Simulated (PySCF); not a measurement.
Atomic charges against the basis set

Hydrogen peroxide, H2O2.
Bonds: O1–O2. Hydrogens: H3 on O1; H4 on O2.

PBE0 throughout (PySCF), one geometry, spherical d and f functions. Geometry: PBE0-D3(BJ)/def2-SVP; no solvent, vibrations or thermal averaging. Atoms taken as equivalent share a column and are averaged.

Mulliken charges (e):

| basis | functions | O1/O2 | H3/H4 |
| --- | --- | --- | --- |
| STO-3G | 12 | -0.204 | +0.204 |
| 6-31G | 22 | -0.407 | +0.407 |
| 6-31G* | 32 | -0.443 | +0.443 |
| def2-SVP | 38 | -0.196 | +0.196 |
| pcSseg-1 | 44 | -0.252 | +0.252 |
| 6-311+G(2d,p) | 66 | -0.278 | +0.278 |
| def2-TZVP | 74 | -0.331 | +0.331 |

IAO charges (e):

| basis | functions | O1/O2 | H3/H4 |
| --- | --- | --- | --- |
| STO-3G | 12 | -0.244 | +0.244 |
| 6-31G | 22 | -0.372 | +0.372 |
| 6-31G* | 32 | -0.368 | +0.368 |
| def2-SVP | 38 | -0.367 | +0.367 |
| pcSseg-1 | 44 | -0.374 | +0.374 |
| 6-311+G(2d,p) | 66 | -0.387 | +0.387 |
| def2-TZVP | 74 | -0.383 | +0.383 |

Hirshfeld charges (e):

| basis | functions | O1/O2 | H3/H4 |
| --- | --- | --- | --- |
| STO-3G | 12 | -0.124 | +0.124 |
| 6-31G | 22 | -0.175 | +0.175 |
| 6-31G* | 32 | -0.173 | +0.173 |
| def2-SVP | 38 | -0.172 | +0.172 |
| pcSseg-1 | 44 | -0.170 | +0.170 |
| 6-311+G(2d,p) | 66 | -0.168 | +0.168 |
| def2-TZVP | 74 | -0.171 | +0.171 |

Question: Which scheme is steadiest as the basis changes?

Answer: Largest range over the bases for any column: Hirshfeld 0.05 e, IAO 0.14 e, Mulliken 0.25 e. Hirshfeld charges move least and Mulliken charges most, counted in e. Without the minimal STO-3G basis the ranges are Hirshfeld 0.01, IAO 0.02, Mulliken 0.25 e.

Question: How much do the charges still move between the two largest bases, 6-311+G(2d,p) and def2-TZVP?

Answer: At most, over all atoms: Mulliken 0.052 e, IAO 0.004 e, Hirshfeld 0.003 e.

Question: What do the same runs give for the total energy, the frontier levels and the dipole moment?

Answer: 
| basis | energy (Eh) | HOMO (eV) | LUMO (eV) | μ (D) |
| --- | --- | --- | --- | --- |
| STO-3G | -149.3114 | -3.69 | 6.71 | 1.42 |
| 6-31G | -151.3225 | -7.69 | 1.15 | 2.15 |
| 6-31G* | -151.3701 | -7.52 | 1.66 | 1.80 |
| def2-SVP | -151.2639 | -7.61 | 1.47 | 1.77 |
| pcSseg-1 | -151.3722 | -7.87 | 1.02 | 1.79 |
| 6-311+G(2d,p) | -151.4423 | -8.11 | 0.52 | 1.72 |
| def2-TZVP | -151.4548 | -7.98 | 0.82 | 1.74 |

The dipole is fixed by the density alone, so its range of 0.73 D shows that the density itself changes with the basis, not only its division among atoms.
